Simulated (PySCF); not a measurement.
**He: ionisation energy**

He 1s2 (1S) → He⁺ 1s1 (2S), as a difference of total energies. Computed with PySCF 2.14 in cc-pVDZ-DK (2s1p, 5 functions), with the spin-free X2C one-electron Hamiltonian (Gaussian nucleus). Correlated levels: valence: nothing frozen. The calculations carry no spin-orbit coupling.

```csv
method,ionisation energy (eV)
UHF,23.443
BP86,24.782
TPSS,24.701
MP2 (valence),24.146
SCS-MP2 (valence),24.287
CCSD (valence),24.326
```

How much does correlation contribute at MP2 (valence)?

24.146 − (23.443) = 0.703 eV, measured against UHF.

Errors of the correlated levels include the incompleteness of this basis.

With two correlated electrons CCSD is exact in that space.

For comparison: 24.587 eV (measured; NIST Atomic Spectra Database, ionization energies).
